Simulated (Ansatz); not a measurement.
# NS+ (triplet): wave-function methods side by side, def2-TZVPP

The task here is to estimate one member of a computed series from the others.

Method: def2-TZVPP, core rule «outside noble gas», up to 6 orbitals frozen; program: Ansatz 0.2.0, Gaussian basis.

The runs, in order: UHF; ROHF; CCSD(T) on UHF.

2 further runs of the same task are left out: 2 set aside as unsound or not needed.

**The geometry**

The geometry is a PBE0/def2-TZVP stationary point (not a proven minimum) of the parent state, kept for this charge and spin.

2 atoms, charge 1, spin multiplicity 3.

Atoms are counted from 1 here; the program's logs count them from 0.

Bond lengths: N1–S2 1.486 Å.

Set-up of the first run:

in.yaml reads:

```yaml
crystal:
  periodic: [false, false, false]
  atoms:
    - {symbol: N, position_ang: [0.000000, 0.000000, 0.000000]}
    - {symbol: S, position_ang: [0.000000, 0.000000, 1.485600]}
basis:
  gaussian: {orbitals: def2-TZVPP}
total_charge: 1
magnetization: {spin_polarized: true, initial_magnetization: 2}
hamiltonian: {xc: hf}
output: {orbitals: {seedname: orbitals}}
```

The run is started by

```bash
$ ansatz run in.yaml --threads 1 --pin off --events-out ev --progress --plain --max-ram 4096MiB --backend cpu
```

Steps of the session up to this table: UHF; ROHF; CCSD(T) on UHF.

One table of the session follows, with a row left open; its other results are not shown here.

It belongs to the step «Misses and costs». 

```
  method  from UCCSD(T) (meV)
    ROHF              +9120.5
    UMP2                    ?
   UCCSD               +475.4
UCCSD(T)                    0
```

Q: Estimate the row for UMP2 from the others.

As computed: from UCCSD(T) (meV): +1741.4. In the column «from UCCSD(T) (meV)» it lies between UCCSD (+475.4) and ROHF (+9120.5).

Left out of the table: UHF (another determinant or state than the rows shown).

The program flags UCCSD(T) as in doubt (see the logs), so the zero of the table is itself unsure.

To keep in mind: The program flags UCCSD(T) as in doubt, so the zero of the table is itself unsure. Warnings: spin contamination; coupled cluster took another determinant than the lowest.
